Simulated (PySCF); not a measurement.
**Basis-set dependence of excited states**

Compound: C2HCl3.
Bonds: Cl1–C2, C2–C3 (double), C3–Cl4, C3–Cl5. Hydrogens: H6 on C2.

TDDFT with PBE0 (PySCF), vertical singlets, core orbitals frozen in the response, spherical d and f functions. Geometry: PBE0-D3(BJ)/def2-SVP; no solvent, vibrations or thermal averaging.

Question: How do the low singlets change with the basis? Take 6-31G*, def2-SVP, 6-31+G*, def2-SVPD, aug-cc-pVDZ, def2-TZVP, def2-TZVPD and aug-cc-pVTZ.

Answer: 

```json
{"basis": "6-31G*", "functions": "84", "diffuse": "no", "S1 (eV)": "5.80", "S2 (eV)": "5.98", "S3 (eV)": "6.36", "S4 (eV)": "6.95", "S5 (eV)": "7.35", "LUMO (eV)": "-0.63", "α (au)": "50.1"}
{"basis": "def2-SVP", "functions": "87", "diffuse": "no", "S1 (eV)": "6.09", "S2 (eV)": "6.32", "S3 (eV)": "6.47", "S4 (eV)": "6.82", "S5 (eV)": "7.21", "LUMO (eV)": "-0.63", "α (au)": "48.4"}
{"basis": "6-31+G*", "functions": "104", "diffuse": "yes", "S1 (eV)": "5.67", "S2 (eV)": "5.82", "S3 (eV)": "6.12", "S4 (eV)": "6.61", "S5 (eV)": "6.83", "LUMO (eV)": "-0.89", "α (au)": "58.1"}
{"basis": "def2-SVPD", "functions": "129", "diffuse": "yes", "S1 (eV)": "5.70", "S2 (eV)": "5.90", "S3 (eV)": "6.04", "S4 (eV)": "6.72", "S5 (eV)": "6.89", "LUMO (eV)": "-1.03", "α (au)": "68.0"}
{"basis": "aug-cc-pVDZ", "functions": "136", "diffuse": "yes", "S1 (eV)": "5.66", "S2 (eV)": "5.80", "S3 (eV)": "6.00", "S4 (eV)": "6.37", "S5 (eV)": "6.76", "LUMO (eV)": "-0.94", "α (au)": "67.5"}
{"basis": "def2-TZVP", "functions": "179", "diffuse": "no", "S1 (eV)": "5.75", "S2 (eV)": "5.91", "S3 (eV)": "6.04", "S4 (eV)": "6.70", "S5 (eV)": "7.09", "LUMO (eV)": "-0.89", "α (au)": "60.5"}
{"basis": "def2-TZVPD", "functions": "221", "diffuse": "yes", "S1 (eV)": "5.58", "S2 (eV)": "5.69", "S3 (eV)": "5.92", "S4 (eV)": "6.48", "S5 (eV)": "6.65", "LUMO (eV)": "-1.00", "α (au)": "69.5"}
{"basis": "aug-cc-pVTZ", "functions": "265", "diffuse": "yes", "S1 (eV)": "5.63", "S2 (eV)": "5.75", "S3 (eV)": "5.94", "S4 (eV)": "6.31", "S5 (eV)": "6.70", "LUMO (eV)": "-0.97", "α (au)": "69.1"}
```

States are compared by their number. Against the largest diffuse basis here (aug-cc-pVTZ, itself not a converged limit), sets without diffuse functions differ by up to 0.46 eV in S1 and 0.65 eV in S5; the smaller diffuse sets differ by up to 0.08 and 0.20 eV. State by state, the largest deviation of a set without diffuse functions is S1 0.46, S2 0.56, S3 0.53, S4 0.64, S5 0.65 eV. The same number needn't mean the same state in each row. Against aug-cc-pVTZ the polarisability deviates by -28% in 6-31G*, -30% in def2-SVP, -16% in 6-31+G*, -2% in def2-SVPD, -2% in aug-cc-pVDZ, -12% in def2-TZVP, +1% in def2-TZVPD. A single + in a Pople set puts diffuse functions on heavy atoms only.
